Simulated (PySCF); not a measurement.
## Relative stability

The two ends of one reaction step of C2H8Si, singlet (PBE0-D4/def2-TZVP).

A:

```xyz
11
angstrom
Si -1.4472 0.6747 -0.2273
C 0.3440 -1.7075 -0.2417
H -0.4689 -1.2544 -0.8381
H -1.5702 0.2505 1.2356
C 0.1216 1.7148 0.0156
H 0.1510 -2.7790 -0.2133
H 1.2880 -1.4983 -0.7417
H 0.3608 -1.3145 0.7729
H 0.5897 2.0103 -0.9250
H -0.2384 2.6353 0.5018
H 0.8713 1.2859 0.6835
```

B:

Si1  (-0.711, -0.107, -0.101)
C2  (0.548, -1.477, 0.103)
H3  (-1.410, -0.263, -1.409)
H4  (-1.743, -0.217, 0.970)
C5  (0.096, 1.581, -0.021)
H6  (0.071, -2.459, 0.058)
H7  (1.304, -1.432, -0.685)
H8  (1.060, -1.395, 1.066)
H9  (0.844, 1.692, -0.809)
H10  (-0.644, 2.375, -0.143)
H11  (0.594, 1.729, 0.941)
(Å)

Computed with PySCF 2.14 with density fitting (its default auxiliary sets; JK sets also for MP2 and CCSD(T)) (basis: def2-TZVPP); correlated methods freeze the cores. B3LYP uses VWN-RPA correlation.

(1) Which structure is lower at CCSD(T), and by how much? (An estimate is asked for; the value comes from the calculation.)

T1 diagnostic: at most 0.012. The restricted Hartree–Fock reference is unstable towards an unrestricted one at one or more of these structures.

## Answers

(1) Computed: B, by 52.02 kcal/mol (electronic energy, against the other). By their contacts, A is a complex of CH₄Si ([CH3][SiH]) + CH₄ and B is C₂H₈Si (C[SiH2]C).

All methods give the same order:

```json
{"method": "SPW92", "E(B) − E(A) (kcal/mol)": "-53.49"}
{"method": "PBE-D4", "E(B) − E(A) (kcal/mol)": "-50.28"}
{"method": "r2SCAN-D4", "E(B) − E(A) (kcal/mol)": "-55.22"}
{"method": "PBE0-D4", "E(B) − E(A) (kcal/mol)": "-53.66"}
{"method": "B3LYP-D4", "E(B) − E(A) (kcal/mol)": "-50.49"}
{"method": "BHLYP-D4", "E(B) − E(A) (kcal/mol)": "-53.84"}
{"method": "wB97M-V", "E(B) − E(A) (kcal/mol)": "-51.61"}
{"method": "HF", "E(B) − E(A) (kcal/mol)": "-54.69"}
{"method": "MP2", "E(B) − E(A) (kcal/mol)": "-55.59"}
{"method": "CCSD", "E(B) − E(A) (kcal/mol)": "-52.27"}
{"method": "CCSD(T)", "E(B) − E(A) (kcal/mol)": "-52.02"}
```

Labels in which every atom is bracketed show which atoms are joined, not bond orders.

For scale, one of the runs: CCSD(T)/def2-TZVPP, 216 basis functions, launched by `OMP_NUM_THREADS=4 python run.py`. Hardware: 4 CPU threads of an Intel Xeon, shared host. Wall time 11 min; peak host memory 2.9 GiB.
